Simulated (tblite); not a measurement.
Compound: C5H6.
Numbering: `[CH2:1]=[CH:2][C:3]1=[CH:4][CH2:5]1` (hydrogens: H6, H7 on C1; H8 on C2; H9 on C4; H10, H11 on C5)

Computed with GFN2-xTB (tblite), gas phase: Langevin dynamics at 400 K from the optimised GFN2-xTB geometry, time step 0.5 fs, friction 0.01 fs⁻¹, 2000 steps. The instantaneous temperature is 2·E(kin)/(3Nk) with all 3N coordinates.

| t (fs) | T (K) | E(pot) above start (eV) | C1=C2 (Å) | C2–C3 (Å) | C3=C4 (Å) | C4–C5 (Å) | C3–C5 (Å) | C1–H6 (Å) | C1–C2–C3–C4 (°) |
| --- | --- | --- | --- | --- | --- | --- | --- | --- | --- |
| 0 | 351 | 0.000 | 1.332 | 1.419 | 1.309 | 1.498 | 1.503 | 1.077 | 180 |
| 25 | 386 | 0.262 | 1.324 | 1.423 | 1.336 | 1.466 | 1.479 | 1.098 | -164 |
| 50 | 393 | 0.468 | 1.327 | 1.454 | 1.327 | 1.432 | 1.442 | 1.062 | -179 |
| 75 | 512 | 0.371 | 1.387 | 1.392 | 1.327 | 1.474 | 1.472 | 1.068 | 151 |
| 100 | 384 | 0.674 | 1.402 | 1.425 | 1.308 | 1.503 | 1.507 | 1.151 | 162 |
| 125 | 497 | 0.469 | 1.340 | 1.414 | 1.302 | 1.542 | 1.462 | 1.060 | 174 |
| 150 | 396 | 0.478 | 1.320 | 1.437 | 1.310 | 1.500 | 1.561 | 1.059 | -173 |
| 175 | 371 | 0.508 | 1.344 | 1.387 | 1.282 | 1.558 | 1.519 | 1.090 | 165 |
| 200 | 291 | 0.464 | 1.355 | 1.414 | 1.323 | 1.496 | 1.560 | 1.082 | -178 |
| 225 | 330 | 0.434 | 1.348 | 1.404 | 1.294 | 1.508 | 1.475 | 1.124 | 156 |
| 250 | 285 | 0.520 | 1.349 | 1.455 | 1.306 | 1.497 | 1.513 | 1.047 | -176 |
| 275 | 280 | 0.519 | 1.340 | 1.421 | 1.338 | 1.513 | 1.490 | 1.041 | -155 |
| 300 | 421 | 0.401 | 1.333 | 1.424 | 1.309 | 1.519 | 1.478 | 1.110 | -164 |
| 325 | 450 | 0.395 | 1.356 | 1.422 | 1.327 | 1.485 | 1.554 | 1.083 | 157 |
| 350 | 532 | 0.470 | 1.325 | 1.413 | 1.295 | 1.509 | 1.513 | 1.034 | 152 |
| 375 | 399 | 0.558 | 1.330 | 1.415 | 1.288 | 1.476 | 1.510 | 1.153 | 161 |
| 400 | 397 | 0.529 | 1.364 | 1.418 | 1.326 | 1.512 | 1.494 | 1.063 | -169 |
| 425 | 604 | 0.279 | 1.354 | 1.479 | 1.327 | 1.532 | 1.473 | 1.031 | -170 |
| 450 | 370 | 0.749 | 1.284 | 1.465 | 1.319 | 1.503 | 1.465 | 1.138 | -179 |
| 475 | 666 | 0.358 | 1.312 | 1.429 | 1.333 | 1.471 | 1.531 | 1.078 | -164 |
| 500 | 544 | 0.766 | 1.353 | 1.369 | 1.331 | 1.445 | 1.491 | 1.035 | -153 |
| 525 | 630 | 0.685 | 1.382 | 1.407 | 1.326 | 1.456 | 1.459 | 1.105 | -140 |
| 550 | 525 | 0.600 | 1.319 | 1.426 | 1.324 | 1.549 | 1.506 | 1.076 | -139 |
| 575 | 668 | 0.347 | 1.270 | 1.432 | 1.308 | 1.530 | 1.542 | 1.103 | -162 |
| 600 | 380 | 0.393 | 1.340 | 1.445 | 1.291 | 1.528 | 1.503 | 1.079 | 173 |
| 625 | 432 | 0.330 | 1.359 | 1.384 | 1.304 | 1.525 | 1.520 | 1.071 | 161 |
| 650 | 481 | 0.327 | 1.333 | 1.391 | 1.295 | 1.459 | 1.516 | 1.090 | 165 |
| 675 | 365 | 0.560 | 1.301 | 1.479 | 1.333 | 1.453 | 1.483 | 1.066 | -174 |
| 700 | 520 | 0.633 | 1.299 | 1.458 | 1.342 | 1.552 | 1.475 | 1.071 | -178 |
| 725 | 456 | 0.590 | 1.362 | 1.512 | 1.314 | 1.503 | 1.508 | 1.098 | -171 |
| 750 | 405 | 0.709 | 1.393 | 1.427 | 1.334 | 1.504 | 1.449 | 1.077 | -166 |
| 775 | 419 | 0.661 | 1.364 | 1.426 | 1.334 | 1.467 | 1.495 | 1.055 | -145 |
| 800 | 457 | 0.529 | 1.317 | 1.457 | 1.286 | 1.482 | 1.477 | 1.125 | -151 |
| 825 | 271 | 0.588 | 1.297 | 1.453 | 1.338 | 1.523 | 1.512 | 1.113 | -166 |
| 850 | 410 | 0.300 | 1.322 | 1.413 | 1.313 | 1.522 | 1.466 | 1.056 | 180 |
| 875 | 307 | 0.539 | 1.340 | 1.396 | 1.321 | 1.476 | 1.535 | 1.057 | -178 |
| 900 | 374 | 0.358 | 1.348 | 1.367 | 1.317 | 1.467 | 1.459 | 1.118 | -168 |
| 925 | 386 | 0.330 | 1.309 | 1.451 | 1.299 | 1.464 | 1.502 | 1.073 | -166 |
| 950 | 295 | 0.395 | 1.290 | 1.417 | 1.319 | 1.497 | 1.503 | 1.058 | -176 |
| 975 | 306 | 0.399 | 1.337 | 1.412 | 1.310 | 1.477 | 1.508 | 1.098 | 177 |
| 1000 | 391 | 0.422 | 1.363 | 1.431 | 1.306 | 1.520 | 1.440 | 1.071 | -145 |

Question: From 500 fs on, how do temperature and potential energy compare with equipartition?

Answer: The mean temperature of these 21 frames is 430 K against the target 400 K, and the mean potential energy 0.50 eV against 27 × kT/2 = 0.47 eV for 27 classical harmonic modes. For 11 atoms in a canonical ensemble the temperature itself scatters by T·√(2/(3N)) = 98 K; here its standard deviation is 102 K. The whole run lasts only 10 friction times of 100 fs, so these averages carry a wide statistical error.

Question: What are the kinetic and total energies of the listed frame with the highest potential energy?

Answer: The one at 500 fs, 0.766 eV above the start. Its kinetic energy is 3NkT/2 = 0.774 eV at 544 K, so the sum is 1.54 eV; over the listed frames the sum runs from 0.50 to 1.58 eV, since the thermostat adds and removes energy.

Question: How much do the listed bonds fluctuate from 500 fs on?

Answer: 
```tsv
bond	at the start (Å)	mean (Å)	standard deviation (Å)
C1=C2	1.332	1.333	0.031
C2–C3	1.419	1.426	0.035
C3=C4	1.309	1.316	0.016
C4–C5	1.498	1.495	0.032
C3–C5	1.503	1.493	0.027
C1–H6	1.077	1.081	0.023
```

The motion is classical and holds no zero-point motion.

The cost below is that of the whole dynamics run. On an Intel Xeon at 2.50 GHz with one thread, on a shared host, this took 17 s of wall time and 0.18 GiB of memory at its peak.
